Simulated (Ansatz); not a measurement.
Born–Oppenheimer molecular dynamics of AlH$_{6}$NO (9 atoms, charge 0, multiplicity 1). It starts at the highest image of a converged band. Of that band: The profile has 2 maxima (images 2, 4) with wells between them (image 3): this band takes more than one step, which may be the mechanism or a detour left from its start path. A vibrational analysis at the climbing image gives one clearly imaginary mode, 1208i cm⁻¹: a first-order saddle point. Another band between the same ends, with other settings, climbed to 0.481 eV only, so this may not be the lowest route.

All numbers below come from Ansatz, RKS B3LYP-D4/def2-SVP.

```
ensemble                      : NVE (velocity Verlet)
time step                     : 0.5 fs
steps asked                   : 200
starting velocities drawn for : 100 K
seed                          : 6677
```

First frame:

```xyz
9
Properties=species:S:1:pos:R:3
Al 0.018 0.393 -0.096
H -0.165 -0.411 1.501
N 1.608 0.132 -0.858
H 2.513 0.090 -0.400
H 1.707 -0.173 -1.821
H -1.296 0.307 -0.959
O 0.028 1.741 1.224
H 0.818 2.254 1.449
H -0.044 0.635 1.728
```

(1) How far do the bonds stretch over the last three quarters of this one trajectory? (Pairs bonded in most of those frames.)

Answers

(1) 
```
  bond  mean (Å)  spread (Å)  shortest  longest
Al1–H2     1.599       0.040      1.54     1.67
Al1–N3     1.812       0.016      1.79     1.84
Al1–H6     1.599       0.021      1.56     1.64
Al1–O7     2.254       0.108      2.00     2.37
 N3–H4     1.020       0.012      1.00     1.04
 N3–H5     1.018       0.009      1.00     1.03
 O7–H8     0.969       0.013      0.95     0.99
 O7–H9     0.970       0.020      0.94     1.00
```

Mean temperature of the second half: 302 K. The conserved energy stayed within 0.11 meV per atom of its start (net change 0.058 meV per atom), so the integration is sound. The kinetic energy rose, since the run started high on the potential surface and went downhill. A run of 0.1 ps of so small a system gives no equilibrium averages. The orbitals stay closed-shell, which can raise the energy where a bond breaks towards radicals; this wasn't checked here.

Time of the run: 8.2 min on 1 thread of Arm Neoverse V1 (shared host), peak memory 0.14 GiB.
